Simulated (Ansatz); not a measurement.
# CHBS (triplet): from Hartree-Fock to the top rungs at distance C2–H4 = 0.980 Å, cc-pVDZ

How much of the correlation energy of CHBS (triplet) does each wave-function method recover here?

Program: Ansatz 0.2.0, Gaussian basis. Level of theory: cc-pVDZ, core rule «outside noble gas», up to 7 orbitals frozen. These are calculated values, not measurements.

To be run: UHF; CCSD(T) on ROHF; CCSD(T) on UHF; BCCD(T) on ROHF; CISD; CCSDT(Q) on ROHF; CCSDT(Q) on UHF; CASSCF and MRCISD+Q, 4 electrons in 4 orbitals; CASSCF and NEVPT2, 4 electrons in 4 orbitals.

19 further runs of the same task are left out: 2 for a mislabelled method, 13 that didn't finish, 4 set aside as unsound or not needed.

## (1) The system

The geometry derives from a PBE0/def2-TZVP stationary point (not a proven minimum). One bond is set to the value named and the two fragments are kept rigid.

4 atoms, charge 0, spin multiplicity 3.

Atoms are counted from 1 here; the program's logs count them from 0.

Bond lengths: B1–C2 1.415 Å, B1–S3 1.834 Å, C2–S3 1.766 Å, C2–H4 0.980 Å. Angles: C2–B1–S3 64.4°, B1–C2–S3 69.4°, B1–C2–H4 162.5°, S3–C2–H4 128.1°, B1–S3–C2 46.2°.

## (2) UHF

The input, in.yaml:

```yaml
crystal:
  periodic: [false, false, false]
  atoms:
    - {symbol: B, position_ang: [0.000000, -0.939256, 0.806335]}
    - {symbol: C, position_ang: [0.000000, 0.457979, 1.027581]}
    - {symbol: S, position_ang: [0.000000, 0.103172, -0.702826]}
    - {symbol: H, position_ang: [0.000000, 1.334836, 1.465213]}
basis:
  gaussian: {orbitals: cc-pVDZ}
magnetization: {spin_polarized: true, initial_magnetization: 2}
hamiltonian: {xc: hf}
output: {orbitals: {seedname: orbitals}}
```

The run is started by

```bash
> ansatz run in.yaml --threads 1 --pin off --events-out ev --progress --plain --max-ram 2393MiB
```

After this run come: CCSD(T) on ROHF; CCSD(T) on UHF; BCCD(T) on ROHF; CISD; CCSDT(Q) on ROHF; CCSDT(Q) on UHF; CASSCF and MRCISD+Q, 4 electrons in 4 orbitals; CASSCF and NEVPT2, 4 electrons in 4 orbitals.

Q: Predict the results of all the runs planned. Wanted: UCCSDT(Q) below the RHF energy; RMP2 from UCCSDT(Q); UMP2 from UCCSDT(Q); RCCSD from UCCSDT(Q); RCCSD(T) from UCCSDT(Q); UCCSD(T) from UCCSDT(Q); RCCSDT(Q) from UCCSDT(Q); NEVPT2 pair from UCCSDT(Q); MRCISD+Q pair from UCCSDT(Q).

As calculated:

```
                         quantity                      value
   UCCSDT(Q) below the RHF energy                 -9.6155 eV
              RMP2 from UCCSDT(Q)                +1090.0 meV
              UMP2 from UCCSDT(Q)                +1187.8 meV
             RCCSD from UCCSDT(Q)                 +469.6 meV
          RCCSD(T) from UCCSDT(Q)                  +60.7 meV
          UCCSD(T) from UCCSDT(Q)                  +63.0 meV
         RCCSDT(Q) from UCCSDT(Q)                   +2.6 meV
       NEVPT2 pair from UCCSDT(Q)                +1141.4 meV
     MRCISD+Q pair from UCCSDT(Q)                 +304.0 meV
levels within 1 kcal/mol (43 meV)  RCCSDT, UCCSDT, RCCSDT(Q)
                    T1 diagnostic                      0.026
```

RCCSD(T) lands +60.7 meV from the yardstick (0.6 % of the correlation energy). Of the multireference levels listed MRCISD+Q pair comes nearest in total energy (+304.0 meV), which doesn't show that its space is the better one. These misses are within one basis, not against nature; the frozen cores of restricted and unrestricted runs differ, which can shift their rows.
